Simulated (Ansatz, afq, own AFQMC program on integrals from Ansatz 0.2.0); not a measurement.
# B2H2, triplet: AFQMC among the cluster methods

| atom | x (Å) | y (Å) | z (Å) |
| --- | --- | --- | --- |
| B | 0.0000 | 0.0000 | 0.5338 |
| B | 0.0000 | 0.0000 | -0.7412 |
| H | 0.0000 | 1.0479 | 1.1122 |
| H | 0.0000 | -1.0479 | 1.1122 |

Connectivity, by distances: BH2–B.

Basis 6-31G. Only valence electrons are correlated. AFQMC by an in-house program on the Cholesky factors that Ansatz 0.2.0 writes for its CCSD(T) run. ph-AFQMC/CISD is guided by a CISD state made of CCSD amplitudes; releasing the constraint for a short imaginary time cuts its bias at the price of noise, slowly where states lie close. ± is one standard error of the sampling.

Determinant: UHF, the one that the program's search chose, which needn't be the lowest solution. The geometry is a point of a scan.

Full CI on the same integrals is exact in this basis and with this determinant's frozen core.

Cautions: lower spins were not checked.

The T1 diagnostic is 0.0231. The weight of the determinant in the CISD state is 0.927. The ⟨S²⟩ of the determinant is 2.007. The size of the correlated space is 8 electrons in 20 orbitals.

Reference: full CI, correlation energy -2.765 eV. The released energy is read at 2.40 1/Eh (meV from the phaseless value at times in 1/Eh: -1.8 ± 1.6 at 0.24, -2.2 ± 1.3 at 0.51, -4.2 ± 0.8 at 0.99, -5.0 ± 1.2 at 1.62, -4.8 ± 1.0 at 2.40).

| level | E − E(reference) (meV) | share of correlation (%) |
| --- | --- | --- |
| HF | 2765.3 | 0.00 |
| MP2 | 733.4 | 73.48 |
| CCSD | 90.4 | 96.73 |
| CCSD(T) | 23.2 | 99.16 |
| CCSDT | 2.4 | 99.91 |
| CCSDT(Q) | 0.2 | 99.99 |
| CCSDTQ | 0.1 | 100.00 |
| ph-AFQMC/HF | -14.7 ± 12.3 | 100.53 |
| ph-AFQMC/CISD | 4.0 ± 1.7 | 99.85 |
| released AFQMC | -0.8 ± 1.0 | 100.03 |

CCSDT and higher add their correlation energy to the determinant of the CCSD(T) run, since their own runs factorise the integrals more tightly (a shift of under 2 meV). A walk keeps the symmetry of its determinant, which the program's search chose and which needn't be the lowest solution, so a lower state of the same spin and another symmetry isn't excluded. Released energies are given only where the last usable release times agree within the noise; a slower fall can still hide under it.
